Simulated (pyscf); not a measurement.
PySCF, gas phase, ωB97X-D3(BJ)/def2-SVP geometries.

**Question.** For HO–AsH₂ (SMILES O[AsH2]) + HO–SiH₃ (SMILES O[SiH3]) → H₃Si–O–AsH₂ (SMILES [SiH3]O[AsH2]) + H₂O (SMILES O), a four-centre exchange (singlet surface; H–O, O–Si broken, O–Si, H–O formed), PBE/def2-TZVP gives ΔE‡ = 18.8 kcal/mol and ΔE = -1.2 kcal/mol (zero: the separated reactants). In which direction and how far do r²SCAN/def2-TZVP, PBE0-D3(BJ)/def2-TZVP, ωB97M-D3(BJ)/def2-TZVP move these?

**Answer.** r²SCAN: ΔE‡ = 19.6 kcal/mol, ΔE = -1.9 kcal/mol; PBE0-D3(BJ): ΔE‡ = 19.4 kcal/mol, ΔE = -2.5 kcal/mol; ωB97M-D3(BJ): ΔE‡ = 21.7 kcal/mol, ΔE = -2.3 kcal/mol. PBE's barrier lies under all of them, by 0.6 to 3.0 kcal/mol. Its reaction energy lies over all of them, by 0.7 to 1.3 kcal/mol. On the reactant side the descent ends in a complex (not fully relaxed), 5.5 kcal/mol under the separated species and 26.3 kcal/mol under the saddle at ωB97X-D3(BJ)/def2-TZVP. On the product side the descent ends in a complex, 4.4 kcal/mol under the separated species and 29.3 kcal/mol under the saddle at ωB97X-D3(BJ)/def2-TZVP. H₃Si–O–AsH₂ lies 10.7 kcal/mol over its isomer HO–SiH₂–AsH₂ (electronic energy, ωB97M-D3(BJ)/def2-TZVP). This is the saddle that the search found; another between the same sides may lie lower. Elements up to Kr have no core potential and no relativistic terms here.
